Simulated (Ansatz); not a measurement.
SiH4, SMILES [SiH4].

The structure is a stationary point at ωB97X-D3(BJ)/def2-TZVPD. The isomer is the one that the SMILES or the coordinates give; other isomers of the formula were not compared.

Two levels are set side by side: PBE/def2-TZVPD (Ansatz, a first-principles code) and ωB97X-V/def2-TZVPD (Ansatz). Energy differences of separate SCF runs at the same geometry; the states with an electron removed or added have multiplicity 2 and 2. Differences are taken from unrounded values.

```tsv
quantity	ωB97X-V	PBE	PBE minus ωB97X-V
vertical ionisation energy (eV)	12.68	12.14	-0.54
vertical singlet–triplet gap (eV)	8.91	8.11	-0.80
```
